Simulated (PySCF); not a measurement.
# Basis-set dependence of population analyses: `C=C(F)/C=N\C`

C4H6FN.
Structure used (PBE0-D3(BJ)/def2-SVP), in Å, numbered top down from 1:
```xyz
12
C4H6FN angstrom
C     -1.326   -0.807   -0.205
C     -1.103    0.510   -0.138
F     -2.159    1.335   -0.126
C      0.152    1.282   -0.086
N      1.362    0.912    0.021
C      1.745   -0.466    0.125
H     -0.515   -1.528   -0.228
H     -2.355   -1.169   -0.250
H     -0.036    2.366   -0.148
H      1.534   -1.017   -0.810
H      1.219   -0.993    0.943
H      2.826   -0.536    0.313
```

PBE0 throughout (PySCF), one geometry, spherical d and f functions. Isolated species at its PBE0-D3(BJ)/def2-SVP geometry (one conformer only). The first 7 of 10 kinds of atom are listed.

Mulliken charges (e):

```csv
basis,functions,C1,C2,F3,C4,N5,C6,H7
STO-3G,36,-0.203,+0.088,-0.072,+0.005,-0.218,-0.166,+0.091
6-31G,66,-0.399,+0.363,-0.329,-0.065,-0.304,-0.405,+0.182
pcSseg-0,66,-0.386,+0.190,-0.357,+0.089,-0.573,-0.439,+0.234
6-31G*,96,-0.496,+0.475,-0.325,-0.079,-0.303,-0.426,+0.195
def2-SVP,114,-0.132,+0.167,-0.213,+0.009,-0.200,+0.008,+0.059
cc-pVDZ,114,-0.056,+0.068,-0.173,+0.051,-0.213,-0.015,+0.055
aug-cc-pVDZ,192,+0.736,+1.034,-0.550,+0.354,-0.450,+0.656,-0.523
"6-311+G(2d,p)",198,-0.215,+0.364,-0.297,-0.125,-0.181,-0.413,+0.129
def2-TZVP,222,-0.322,+0.253,-0.188,-0.132,-0.154,-0.322,+0.148
cc-pVTZ,264,-0.325,+0.242,-0.161,-0.119,-0.146,-0.174,+0.129
IGLO-III,270,-0.284,+0.313,-0.240,+0.013,-0.285,-0.256,+0.099
```

IAO charges (e):

| basis | functions | C1 | C2 | F3 | C4 | N5 | C6 | H7 |
| --- | --- | --- | --- | --- | --- | --- | --- | --- |
| STO-3G | 36 | -0.309 | +0.106 | -0.085 | -0.066 | -0.162 | -0.331 | +0.136 |
| 6-31G | 66 | -0.350 | +0.232 | -0.254 | -0.032 | -0.229 | -0.346 | +0.170 |
| pcSseg-0 | 66 | -0.343 | +0.223 | -0.241 | -0.031 | -0.226 | -0.332 | +0.164 |
| 6-31G* | 96 | -0.346 | +0.258 | -0.263 | -0.007 | -0.248 | -0.311 | +0.163 |
| def2-SVP | 114 | -0.343 | +0.257 | -0.263 | -0.010 | -0.239 | -0.302 | +0.161 |
| cc-pVDZ | 114 | -0.353 | +0.259 | -0.264 | -0.012 | -0.240 | -0.310 | +0.166 |
| aug-cc-pVDZ | 192 | -0.356 | +0.261 | -0.277 | -0.008 | -0.255 | -0.316 | +0.172 |
| 6-311+G(2d,p) | 198 | -0.355 | +0.261 | -0.278 | -0.007 | -0.256 | -0.317 | +0.172 |
| def2-TZVP | 222 | -0.357 | +0.265 | -0.277 | -0.007 | -0.254 | -0.317 | +0.171 |
| cc-pVTZ | 264 | -0.359 | +0.265 | -0.275 | -0.008 | -0.252 | -0.318 | +0.171 |
| IGLO-III | 270 | -0.357 | +0.263 | -0.278 | -0.007 | -0.256 | -0.318 | +0.173 |

Hirshfeld charges (e):

```tsv
basis	functions	C1	C2	F3	C4	N5	C6	H7
STO-3G	36	-0.097	+0.061	-0.030	+0.036	-0.163	+0.023	+0.031
6-31G	66	-0.110	+0.082	-0.090	+0.022	-0.155	-0.049	+0.053
pcSseg-0	66	-0.111	+0.083	-0.080	+0.020	-0.134	-0.057	+0.049
6-31G*	96	-0.110	+0.082	-0.079	+0.026	-0.155	-0.052	+0.052
def2-SVP	114	-0.114	+0.084	-0.075	+0.022	-0.135	-0.067	+0.052
cc-pVDZ	114	-0.114	+0.077	-0.067	+0.020	-0.129	-0.065	+0.051
aug-cc-pVDZ	192	-0.112	+0.081	-0.081	+0.020	-0.146	-0.078	+0.056
6-311+G(2d,p)	198	-0.107	+0.078	-0.084	+0.021	-0.150	-0.070	+0.056
def2-TZVP	222	-0.111	+0.081	-0.081	+0.022	-0.144	-0.073	+0.055
cc-pVTZ	264	-0.113	+0.082	-0.076	+0.022	-0.140	-0.074	+0.054
IGLO-III	270	-0.111	+0.082	-0.081	+0.020	-0.145	-0.078	+0.056
```

Problem. Which scheme is steadiest as the basis changes?

Solution. Largest range over the bases for any column: Hirshfeld 0.10 e, IAO 0.19 e, Mulliken 1.23 e. Hirshfeld charges move least and Mulliken charges most, counted in e. Without the minimal STO-3G basis the ranges are Hirshfeld 0.03, IAO 0.04, Mulliken 1.23 e.

Problem. How much do the charges still move between the two largest bases, cc-pVTZ and IGLO-III?

Solution. At most, over all atoms: Mulliken 0.140 e, IAO 0.004 e, Hirshfeld 0.005 e.

Problem. What do the same runs give for the total energy, the frontier levels and the dipole moment?

Solution. 
| basis | energy (Eh) | HOMO (eV) | LUMO (eV) | μ (D) |
| --- | --- | --- | --- | --- |
| STO-3G | -306.1856 | -4.59 | 1.45 | 1.53 |
| 6-31G | -310.1359 | -6.97 | -1.42 | 2.45 |
| pcSseg-0 | -309.5042 | -7.03 | -1.63 | 2.57 |
| 6-31G* | -310.2164 | -7.10 | -1.31 | 1.97 |
| def2-SVP | -309.9931 | -7.19 | -1.53 | 2.05 |
| cc-pVDZ | -310.2417 | -7.16 | -1.42 | 1.88 |
| aug-cc-pVDZ | -310.2640 | -7.38 | -1.70 | 2.04 |
| 6-311+G(2d,p) | -310.3179 | -7.42 | -1.72 | 2.09 |
| def2-TZVP | -310.3452 | -7.37 | -1.67 | 2.00 |
| cc-pVTZ | -310.3340 | -7.33 | -1.61 | 1.94 |
| IGLO-III | -310.3514 | -7.41 | -1.71 | 2.04 |

The dipole is fixed by the density alone, so its range of 1.04 D shows that the density itself changes with the basis, not only its division among atoms.
